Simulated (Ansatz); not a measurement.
**A ladder of methods for SiHClF (SMILES F[SiH]Cl)**

SiHClF: 4 atoms, total charge 0, spin state doublet. As SMILES, `F[SiH]Cl`. The shape is that of a GFN2-xTB optimisation.

```xyz
4

F    -0.9929   -0.3423    1.0625
Si   -0.2049   -0.2232   -0.3474
Cl    1.7326   -0.5466    0.0755
H    -0.5348    1.1122   -0.7905
```

Quantity: the energy change with the F1–Si2 bond stretched from 1.620 to 4.049 Å, in eV. The values are calculated.

```csv
level,kind,program,value (eV),less FCI/STO-3G,CPU time (all runs)
UHF/STO-3G,Hartree–Fock,Ansatz,2.73,-0.49,1.3 s
UBHLYP/STO-3G,global hybrid,Ansatz,3.98,+0.76,17 s
UB2PLYP/STO-3G,double hybrid,Ansatz,3.97,+0.75,30 s
RPA@PBE/STO-3G,RPA,Ansatz,2.63,-0.59,30 s
UMP2/STO-3G,perturbation theory,Ansatz,3.25,+0.03,1.9 s
FCI/STO-3G,exact in the basis,Ansatz,3.22,0.00,7.7 s
```

FCI/STO-3G is exact within its basis and frozen core, so for wave-function methods in that basis the difference is their error; functionals converge differently with the basis, so for them it is only a difference. The first shape isn't each level's own minimum. The values span 2.63 to 3.98 eV. Spin contamination of the reference (⟨S²⟩ at least 0.1 too high) touches UHF/STO-3G, UMP2/STO-3G. All rows use very small basis sets, so none should be taken for the real molecule's value. In so small a basis fixed costs decide the times, and correlated methods can beat functionals. CPU times are rough (shared hosts, several kinds of processor and program).
